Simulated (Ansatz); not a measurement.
A relaxed structure of Al. Computed with PBEsol (plane waves to 420 eV, PAW, scalar-relativistic; Ansatz, a program for electronic structure).

```cif
data_Al
_chemical_formula_sum 'Al1'
_space_group_name_H-M_alt 'P 1'
_space_group_IT_number 1
_cell_length_a 2.83831
_cell_length_b 2.83831
_cell_length_c 2.83831
_cell_angle_alpha 60.000
_cell_angle_beta 60.000
_cell_angle_gamma 60.000
loop_
_space_group_symop_operation_xyz
  'x, y, z'
loop_
_atom_site_label
_atom_site_type_symbol
_atom_site_fract_x
_atom_site_fract_y
_atom_site_fract_z
_atom_site_occupancy
Al1 Al 0.50000 0.50000 0.50000 1
```

Task: Determine the symmetry and give the standard cell with its independent sites.

Result: Space group Fm-3m (No. 225); a = b = c = 4.0140 Å, α = β = γ = 90.00°

```tsv
atom	site	symmetry	x	y	z
Al	4b	m-3m	0.5000	0.5000	0.5000
```

This is the fcc (Cu type).

Task: Give the shortest distances between elements (the closest pairs, up to four, under 3.6 Å).

Result: Al–Al 2.84 Å.

```yaml
volume_per_atom: 16.17 Å³
band_gap: no gap (metallic)
```

No spin polarisation in the result.

Measured for Al: a 4.018 Å (static lattice; corrected from measurement; as listed in Daniel Mejia-Rodriguez, S. B. Trickey, Phys. Rev. B (2018)). Computed minus measured — a: PBEsol -0.1 %. The computed values are for a static lattice.

The run could not lose the symmetry of its start; a randomly shaken copy of 2 atoms returns to this structure.
